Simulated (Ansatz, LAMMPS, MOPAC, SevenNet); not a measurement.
## Ladder of methods for the c axis length of wurtzite ZnS (high-temperature phase)

Reference value: 6.261 Å (measured, temperature not stated, not corrected to a static lattice, our sources range from 6.234 to 6.261; as tabulated in Kisi, Elcombe, Acta Cryst. C 45, 1867 (1989), by the Crystallography Open …).

```csv
level (code),value (Å),difference (%)
Stillinger–Weber CdTeZnSeHgS0.sw (LAMMPS),6.242,-0.30
MNDO semi-empirical Hartree-Fock (MOPAC),6.268,+0.11
SevenNet-l3i5,6.314,+0.85
LDA (Ansatz),6.142,-1.90
PBE (Ansatz),6.305,+0.70
RPBE (Ansatz),6.380,+1.90
PBE-D4 (Ansatz),6.237,-0.38
r²SCAN (Ansatz),6.245,-0.26
HSE06-D3(BJ) (Ansatz),6.207,-0.86
LC-ωPBE (Ansatz),6.190,-1.13
r²SCAN0 (Ansatz),6.244,-0.27
Hartree–Fock (Ansatz),6.456,+3.11
```

Leaving aside Stillinger–Weber CdTeZnSeHgS0.sw (doubt noted below): The reference's temperature isn't stated, so close values are not ranked against it. Off by more than 1.75 %, or 2.45 % on the side where a correction would as a rule narrow the miss (bounds picked here): Hartree–Fock (+3.11 %), RPBE (+1.90 %).

The measured value isn't corrected to a static lattice, so vibrations enter the comparison.  Stillinger–Weber CdTeZnSeHgS0.sw: the potential file covers more elements than this solid holds. MNDO semi-empirical Hartree-Fock (MOPAC): the method was fitted mainly to molecules. MNDO semi-empirical Hartree-Fock (MOPAC): the run uses a supercell at the zone centre in place of a k mesh. Cutoffs and k meshes differ between the levels. Ansatz's density-functional and Hartree–Fock values are scalar-relativistic unless marked +SOC, with PAW data made under PBE.

Empirical potentials (Stillinger–Weber CdTeZnSeHgS0.sw) are fitted to chosen data: where that held the value shown, agreement is built in, and what lay outside the fit can be far off. Machine-learned potentials (SevenNet-l3i5) are trained on DFT data: a solid inside that data is no test of them.

Differences are worked out from the printed values.

Ansatz is an electronic-structure program.
